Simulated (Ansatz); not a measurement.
Interaction energy ladder

The pair of H2S (SMILES S, atoms 1–3) and SO2 (SMILES O=S=O, atoms 4–6), both closed shells, in one local arrangement (a lower one may exist), relaxed at PBE0-D4/def2-TZVP:

S1  (-0.272, -1.053, -1.377)
H2  (-0.733, 0.159, -1.722)
H3  (1.006, -0.644, -1.422)
O4  (-0.970, 1.273, 1.273)
S5  (-0.231, 0.085, 1.587)
O6  (1.199, 0.181, 1.661)
(Å)

Ansatz 0.2.0; basis: def2-TZVPPD, with def2-QZVPPD for the basis limit; cores frozen in the correlated methods. Extrapolation: Hartree–Fock as exp(−7.88 √X), correlation as X^−2.97. Interaction energies count from these two fragments, frozen as in the pair, with the counterpoise correction; negative means bound.

(1) What is the interaction energy by CCSD(T) at an estimated basis limit (MP2 extrapolated from triple and quadruple zeta, plus CCSD(T) − MP2 in triple zeta)? (Judge from chemistry; the value comes from the calculation.)

T1 diagnostic: at most 0.022. The restricted Hartree–Fock reference is unstable towards an unrestricted one at one or more of these structures.

Results:

(1) The calculation gives: -9.8 kJ/mol. Hartree–Fock alone gives 0.4 kJ/mol at the basis limit, so without correlation the pair would not bind at this distance. Plain CCSD(T) in triple zeta gives -6.1 kJ/mol; the step to the limit is large here, so the limit is uncertain. It counts from the two fragments frozen as in the pair.

Basis-set superposition shift (counterpoise-corrected less uncorrected): CCSD(T) 2.3; MP2 2.2; HF 0.4; PBE0-D4 0.3; wB97M-V 0.4 kJ/mol.

For scale, one of the runs: CCSD(T)/def2-TZVPPD, 216 basis functions, launched by `ansatz run in.yaml --threads 4 --pin off --events-out ev --progress --plain --max-ram 9574MiB`. Time: 18 s of wall clock on 4 CPU threads of an Intel Xeon 6975P-C; the host was shared. Peak host memory: 3.3 GiB.
